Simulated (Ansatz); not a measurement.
## Relative energies of C3H6F2O isomers

3 of its isomers, all singlets with charge 0: A = `CC(F)OCF`; B = `FCCOCF`; C = `CC(O)(F)CF`.

Shapes, held fixed at every level: PBE0-D4/def2-TZVP. Flexible molecules stand in one conformer, not always the lowest. Programs: Ansatz 0.2.0.

Electronic energies in kJ/mol, without zero-point or thermal terms.

| level | kind | B − A | C − A |
| --- | --- | --- | --- |
| HF/def2-SVP | Hartree–Fock | +52.7 | -10.5 |
| HF/def2-TZVPP | Hartree–Fock | +47.1 | -13.9 |
| PBE-D4/def2-TZVPP | GGA | +47.9 | -22.6 |
| B3LYP-D4/def2-TZVPP | global hybrid | +46.8 | -20.3 |
| wB97M-V/def2-TZVPP | range-separated hybrid | +50.6 | -26.2 |
| CCSD(T)/def2-SVP | coupled cluster or CI | +56.4 | -21.9 |
| CCSD/def2-SVP | coupled cluster or CI | +55.4 | -21.4 |
| CCSD(T)/CBS estimate | coupled cluster or CI | +49.3 | -27.7 |

The highest level, CCSD(T)/CBS estimate, puts C lowest of these. All levels agree on that. The B − A difference spans +46.8 to +56.4 kJ/mol over the levels. The CBS estimate extrapolates MP2 from def2-TZVPP and def2-QZVPP and adds CCSD(T) − MP2 in the triple-zeta set, cores frozen.
